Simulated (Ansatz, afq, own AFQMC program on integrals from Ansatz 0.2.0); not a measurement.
Integrals from Ansatz 0.2.0, then the random walk in our own AFQMC program (afq).

```yaml
crystal:
  periodic: [false, false, false]
  atoms:
    - {symbol: Br, position_ang: [0.000000, 0.000000, 0.000000]}
basis:
  gaussian: {orbitals: cc-pVTZ}
magnetization: {spin_polarized: true, initial_magnetization: 1}
correlation: {method: ccsd_t, electrons: outside_noble_gas, hamiltonian_folder: ham}
```

```sh
$ ansatz run in.yaml --threads 1 --pin off --events-out ev --progress --plain --max-ram 24576MiB --backend cuda --devices 0, --max-vram 18GiB
```

afq runs on the folder ham with

```
--method phaseless --trial cisd --walkers 4000 --populations 20 --least-time 60 --time-step 0.005 --steps-per-block 50 --equilibration-blocks 28 --max-blocks 4000 --target-error 0.0001 --factor-cut 1e-05 --start spin_pure --seed 8418 --release-times 0.24,0.5,1,1.5 --release-step 0.02 --release-every 3 --taylor-order 6
```

Times are imaginary, in 1/Eh. The walk had a cap of 122 s. With eight or more populations the least sampling time is a fifth of least-time, and the error comes from their spread. Filled inner d shells are frozen with the cores.

```
orbitals 29  electrons 4 3  factors 200 of 276
reference energy -2572.44508543 Eh
CCSD correlation -0.15307581 Eh in 7 cycles, weight of the determinant in the CISD state 0.9350
energy of the start -2572.598031 Eh
 block  time / (1/Eh)  mean weight  energy / Eh
     1     0.250  1.0000  -2572.597714
     2     0.500  1.0000  -2572.599077
     3     0.750  0.9998  -2572.600328
     4     1.000  0.9999  -2572.601178
     5     1.250  1.0001  -2572.601870
    10     2.500  1.0002  -2572.603136
    15     3.750  0.9996  -2572.603320
    20     5.000  0.9999  -2572.603314
    25     6.250  1.0001  -2572.603125
    30     7.500  0.9997  -2572.603197
    35     8.750  0.9999  -2572.602847
    38     9.500  1.0000  -2572.602643
    40    10.000  1.0001  -2572.603043
    45    11.250  1.0001  -2572.603204
    50    12.500  1.0000  -2572.602750
    55    13.750  1.0000  -2572.603159
    60    15.000  0.9998  -2572.603708
    65    16.250  1.0000  -2572.603038
    70    17.500  1.0000  -2572.602921
    75    18.750  0.9999  -2572.602672
    78    19.500  1.0001  -2572.603275
error from the spread of 20 populations
released: time / (1/Eh)  energy / Eh  error  mean overlap
  0.24  -2572.603141  0.000056  0.9990
  0.50  -2572.607887  0.004689  0.9987
  1.00  -2572.603253  0.000061  0.9961
  1.50  -2572.603287  0.000048  0.9965
energy -2572.603035 +/- 0.000063 Eh
(rows thinned)
```

(1) Estimate how long the walk took on 1 × NVIDIA H100 80GB HBM3 with 2 threads of AMD EPYC 7R13 Processor (Zen 3), on a shared host (the card was shared).

The run passed its tests (sampling time, drift between the halves within three errors, error under three times the target), which doesn't prove that it has relaxed.

Against this walk (error 1.7 meV) on the same determinant: CCSD(T) 11.1 meV higher, CCSDT(Q) 6.6 meV lower, CCSDTQ 6.8 meV lower. The error is statistical and leaves out the bias of the constraint. The released energies have errors that jump between times, so the bars are unsure (meV from the phaseless value at times in 1/Eh: -2.9 ± 1.5 at 0.24, -132 ± 128 at 0.50, -5.9 ± 1.7 at 1.00, -6.9 ± 1.3 at 1.50), so they give no level; they do show a bias of the constraint, and the last of them that isn't too noisy lies 0 meV below CCSDTQ.

Cautions: constraint bias not in the error; no relativity below Rb; no spin-orbit coupling; inner d shell frozen.

Results:

(1) 42 s of wall time.

CCSDT and higher add their correlation energy to the determinant of the CCSD(T) run, since their own runs factorise the integrals more tightly (a shift of under 2 meV). A walk keeps the symmetry of its determinant, which the program's search chose and which needn't be the lowest solution, so a lower state of the same spin and another symmetry isn't excluded.
